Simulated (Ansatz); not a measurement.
Rutile MnO2 was calculated with r²SCAN+rVV10 (Ansatz, a quantum-chemistry and plane-wave program, PAW).

Settings: plane-wave cutoff 560 eV, 8×8×12 k mesh (along the axes of the cell as run), Fermi–Dirac smearing 0.01 eV, spin-polarised with opposed moments, scalar-relativistic PAW data made under PBE.

Energies at three volumes about the minimum:

```csv
V (Å³/atom),E − E_lowest (meV/atom)
8.916,3.10
9.098,0.00
9.280,2.88
```

Task: Fit a parabola by hand: where is the minimum, and what is the bulk modulus?

Result: Slopes: (0.00 − 3.10)/(9.098 − 8.916) = -17.033 and (2.88 − 0.00)/(9.280 − 9.098) = 15.824 meV/Å³. Curvature E″ = 2 × (15.824 − (-17.033))/(9.280 − 8.916) = 180.533 meV/Å⁶. From the middle of the first interval, the slope vanishes at V0 = 9.0070 − (-17.033)/180.533 = 9.101 Å³/atom. B = V0 E″ = 9.101 × 180.533 meV/Å³ × 0.1602 GPa per meV/Å³ = 263 GPa. The full Birch–Murnaghan fit to all volumes gives V0 = 9.098 Å³/atom and B0 = 263 GPa.

Shape and atoms are relaxed at each volume.

Note: the collinear magnetic order is the start's and need not be the measured one; without U or exact exchange, gaps and moments of open d shells tend to come out too small; the bulk modulus comes from volumes at which shape and atoms were relaxed.
